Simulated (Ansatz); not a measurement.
A nudged elastic band was laid between two geometries of CH₂OS₂ (6 atoms, charge 0, multiplicity 1).

Theory: Ansatz, UHF/def2-SVP.

* movable images: 5
* climbing image: yes
* spring: 5.0 eV/Å²
* optimiser: quadratic models (default)
* start path: through a guess of the saddle point
* force threshold: 0.03 eV/Å
* iteration limit: 60
* end points: relaxed

Image 0:

```xyz
6
Properties=species:S:1:pos:R:3
S -1.056 -1.322 -0.313
C 0.149 -0.356 -0.785
O 0.698 0.640 -0.150
S 0.273 1.195 1.384
H 0.639 -0.469 -1.749
H -0.703 0.313 1.613
```

Image 6:

```xyz
6
Properties=species:S:1:pos:R:3
S -0.195 -1.276 -0.720
C 0.469 0.326 -0.926
O 0.616 1.018 0.159
S 0.271 0.520 1.753
H -0.172 -1.551 -2.023
H -0.989 0.962 1.757
```

Task: What changes between the two ends?

Result: Bonds broken: C2–H5. Bonds formed: S1–H5.

Task: What energy profile does the band end with?

Result: The forces met the threshold. The highest image is number 2 of 0 to 6, 372.0 kJ/mol above the first end and 197.8 kJ/mol above the last; the last end lies 174.2 kJ/mol above the first. Neighbouring images differ by up to 2.5 eV, so the band resolves the path poorly. A vibrational analysis at the climbing image gives 3 clearly imaginary modes (2117i, 271i, 75i cm⁻¹): a point of higher order, so a lower path passes nearby. The orbitals stay closed-shell, which can raise the energy where a bond breaks towards radicals; this wasn't checked here.

| image | path coordinate (Å) | energy (kJ/mol) | C2–H5 (Å) | S1–H5 (Å) |
| --- | --- | --- | --- | --- |
| 0 | 0.00 | 0.0 | 1.09 | 2.38 |
| 1 | 0.51 | 131.7 | 1.11 | 1.96 |
| 2 | 1.02 | 372.0 | 1.36 | 1.51 |
| 3 | 1.53 | 235.1 | 1.88 | 1.33 |
| 4 | 2.04 | 185.1 | 2.24 | 1.33 |
| 5 | 2.54 | 176.1 | 2.27 | 1.33 |
| 6 | 3.05 | 174.2 | 2.27 | 1.33 |

Task: What is the geometry of the highest image?

Result: 
```xyz
6
Properties=species:S:1:pos:R:3
S -0.792 -1.196 -0.551
C 0.452 -0.060 -0.822
O 0.814 0.856 -0.007
S 0.163 1.186 1.545
H 0.123 -1.010 -1.740
H -0.761 0.224 1.576
```

The band took 8 iterations and about 120 core-seconds.

Time of the run: 120 s on 1 thread of Arm Neoverse V1, on a shared host, peak memory 0.18 GiB.
